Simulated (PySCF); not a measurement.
dimethyl sulfide (C2H6S), SMILES CSC. Atoms are numbered in the order given.

```xyz
9

C      1.3786     0.0000     0.5123
S      0.0000     0.0000    -0.6595
C     -1.3786     0.0000     0.5123
H      1.3584    -0.8935     1.1392
H      2.2962     0.0000    -0.0763
H      1.3584     0.8935     1.1392
H     -1.3584    -0.8935     1.1392
H     -2.2962     0.0000    -0.0763
H     -1.3584     0.8935     1.1392
```

Geometry optimised at TPSSh-D3(BJ)/def2-TZVP.

Computed with PBE/pcJ-1 in PySCF.

Isotropic couplings with Fermi-contact, spin-dipole and both spin-orbit terms, one fixed conformer, no vibrational averaging. Isotopes: 13C, 1H.

```json
[
 {"pair": "C1–H4", "bonds apart": "1", "J (Hz)": "?"},
 {"pair": "C1–H5", "bonds apart": "1", "J (Hz)": "?"},
 {"pair": "C1–H6", "bonds apart": "1", "J (Hz)": "?"},
 {"pair": "C3–H7", "bonds apart": "1", "J (Hz)": "?"},
 {"pair": "C3–H8", "bonds apart": "1", "J (Hz)": "?"},
 {"pair": "C3–H9", "bonds apart": "1", "J (Hz)": "?"},
 {"pair": "C1–C3", "bonds apart": "2", "J (Hz)": "-0.7"},
 {"pair": "H4–H5", "bonds apart": "2", "J (Hz)": "?"},
 {"pair": "H4–H6", "bonds apart": "2", "J (Hz)": "?"},
 {"pair": "H5–H6", "bonds apart": "2", "J (Hz)": "?"},
 {"pair": "H7–H8", "bonds apart": "2", "J (Hz)": "?"},
 {"pair": "H7–H9", "bonds apart": "2", "J (Hz)": "?"},
 {"pair": "H8–H9", "bonds apart": "2", "J (Hz)": "?"},
 {"pair": "C1–H7", "bonds apart": "3", "J (Hz)": "2.3"},
 {"pair": "C1–H8", "bonds apart": "3", "J (Hz)": "10.7"},
 {"pair": "C1–H9", "bonds apart": "3", "J (Hz)": "2.3"},
 {"pair": "C3–H4", "bonds apart": "3", "J (Hz)": "2.3"},
 {"pair": "C3–H5", "bonds apart": "3", "J (Hz)": "10.7"},
 {"pair": "C3–H6", "bonds apart": "3", "J (Hz)": "2.3"},
 {"pair": "H4–H7", "bonds apart": "4", "J (Hz)": "0.9"},
 {"pair": "H4–H8", "bonds apart": "4", "J (Hz)": "-0.7"},
 {"pair": "H4–H9", "bonds apart": "4", "J (Hz)": "0.3"},
 {"pair": "H5–H7", "bonds apart": "4", "J (Hz)": "-0.7"},
 {"pair": "H5–H8", "bonds apart": "4", "J (Hz)": "2.4"},
 {"pair": "H5–H9", "bonds apart": "4", "J (Hz)": "-0.7"},
 {"pair": "H6–H7", "bonds apart": "4", "J (Hz)": "0.3"},
 {"pair": "H6–H8", "bonds apart": "4", "J (Hz)": "-0.7"},
 {"pair": "H6–H9", "bonds apart": "4", "J (Hz)": "0.9"}
]
```

**Question.** Some entries are withheld; supply them. (The exact figures need the calculation; the answer reports its results.)

**Answer.** 
- C1–H4, J (Hz): 134.2
- C1–H5, J (Hz): 129.5
- C1–H6, J (Hz): 134.2
- C3–H7, J (Hz): 134.2
- C3–H8, J (Hz): 129.5
- C3–H9, J (Hz): 134.2
- H4–H5, J (Hz): -12.2
- H4–H6, J (Hz): -7.4
- H5–H6, J (Hz): -12.2
- H7–H8, J (Hz): -12.2
- H7–H9, J (Hz): -7.4
- H8–H9, J (Hz): -12.2
